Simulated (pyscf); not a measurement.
Structures and frequencies: ωB97X-D3(BJ)/def2-SVP in PySCF. Correlated levels are frozen-core, on RHF or UHF. ΔMP2 is the change of the MP2 total energy from the triple- to the quadruple-zeta basis.

SMILES: O[CH2][GeH3]
```xyz
9

O     -1.0033     1.7122    -0.9207
C      0.0595     0.7804    -0.8547
Ge    -0.7510    -1.0042    -0.7660
H     -0.6319     2.6002    -0.9637
H      0.6986     0.9297     0.0379
H      0.7223     0.8306    -1.7412
H     -1.6335    -1.1092     0.4864
H      0.3602    -2.0689    -0.6966
H     -1.6078    -1.2453    -2.0175
```
Charge 0, spin multiplicity 1.

**Question.** How much does it cost (ΔH, 298 K, CCSD(T)/def2-TZVPP + ΔMP2(QZVPP)) to split HO–CH₂–GeH₃ (SMILES O[CH2][GeH3]) at its C–Ge bond into •H₂C–OH + GeH₃•?

**Answer.** C–Ge to •H₂C–OH + GeH₃•: 293.0 kJ/mol. Other isomers of •H₂C–OH were not searched in full and may lie lower. The CCSD(T) − MP2 part came from Ansatz, without density fitting, on the same reference. The frozen core leaves the outer d or s,p core shells of the metals and heavy elements correlated in the MP2 and CC values, and def2-TZVPP describes them poorly, which can shift differences by a few kcal/mol. Elements up to Kr have no core potential and no relativistic terms here.
